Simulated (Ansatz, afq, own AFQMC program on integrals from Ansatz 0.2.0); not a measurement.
Integrals from Ansatz 0.2.0, then the random walk in our own AFQMC program (afq).

```yaml
crystal:
  periodic: [false, false, false]
  atoms:
    - {symbol: Se, position_ang: [0.563930, -0.262915, 0.283282]}
    - {symbol: H, position_ang: [-0.608380, -0.807705, -0.424292]}
basis:
  gaussian: {orbitals: def2-TZVP}
magnetization: {spin_polarized: true, initial_magnetization: 1}
correlation: {method: ccsd_t, electrons: outside_noble_gas, hamiltonian_folder: ham}
```

```sh
$ ansatz run in.yaml --threads 1 --pin off --events-out ev --progress --plain --max-ram 16896MiB --backend cuda --devices 0, --max-vram 18GiB
```

afq runs on the folder ham with

```
--method phaseless --trial cisd --walkers 4000 --populations 20 --least-time 60 --time-step 0.005 --steps-per-block 50 --equilibration-blocks 28 --max-blocks 4000 --target-error 0.00016 --factor-cut 1e-05 --start spin_pure --seed 6331 --release-times 0.24,0.51,0.99,1.62,2.4 --release-step 0.03 --release-every 3 --taylor-order 6
```

Times are imaginary, in 1/Eh. The walk had a cap of 123 s. With eight or more populations the least sampling time is a fifth of least-time, and the error comes from their spread. Filled inner d shells are frozen with the cores.

```
orbitals 40  electrons 4 3  factors 304 of 374
reference energy -2400.40953749 Eh
CCSD correlation -0.15226498 Eh in 9 cycles, weight of the determinant in the CISD state 0.9235
energy of the start -2400.561617 Eh
 block  time / (1/Eh)  mean weight  energy / Eh
     1     0.250  0.9998  -2400.561141
     2     0.500  0.9998  -2400.562493
     3     0.750  0.9999  -2400.563710
     4     1.000  1.0000  -2400.564889
     5     1.250  0.9997  -2400.565480
    12     3.000  1.0000  -2400.567093
    19     4.750  1.0001  -2400.567429
    26     6.500  1.0004  -2400.567193
    33     8.250  1.0002  -2400.567197
    40    10.000  1.0001  -2400.567406
    43    10.750  1.0001  -2400.567722
    47    11.750  1.0000  -2400.567681
    52    13.000  1.0002  -2400.566637
    54    13.500  1.0001  -2400.567158
    61    15.250  0.9998  -2400.567575
    68    17.000  0.9999  -2400.566798
    75    18.750  1.0000  -2400.567101
    78    19.500  1.0000  -2400.567483
error from the spread of 20 populations
released: time / (1/Eh)  energy / Eh  error  mean overlap
  0.24  -2400.567357  0.000068  0.9998
  0.51  -2400.567403  0.000060  0.9999
  0.99  -2400.567494  0.000052  0.9976
  1.62  -2400.567579  0.000058  0.9939
  2.40  -2400.567533  0.000058  0.9943
energy -2400.567252 +/- 0.000078 Eh
(rows thinned)
```

(1) Estimate how long the walk took on 1 × NVIDIA H100 80GB HBM3 with 2 threads of AMD EPYC 7R13 Processor (Zen 3), with other jobs on the host (the card was shared).

The run passed its tests (sampling time, drift between the halves within three errors, error under three times the target), which doesn't prove that it has relaxed.

Against this walk (error 2.1 meV) on the same determinant: CCSD(T) 14.8 meV higher, CCSDT(Q) 8.0 meV lower. The error is statistical and leaves out the bias of the constraint. Released to 2.40 1/Eh the energy lies 8 ± 3 meV (both errors) below the phaseless value, which shows part or all of the bias of the constraint, and CCSDT(Q) lies 0.4 meV below the released value.

Cautions: constraint bias not in the error; no relativity below Rb; no spin-orbit coupling; inner d shell frozen.

## Answers

(1) 100 s of wall time.

CCSDT and higher add their correlation energy to the determinant of the CCSD(T) run, since their own runs factorise the integrals more tightly (a shift of under 2 meV). A walk keeps the symmetry of its determinant, which the program's search chose and which needn't be the lowest solution, so a lower state of the same spin and another symmetry isn't excluded.
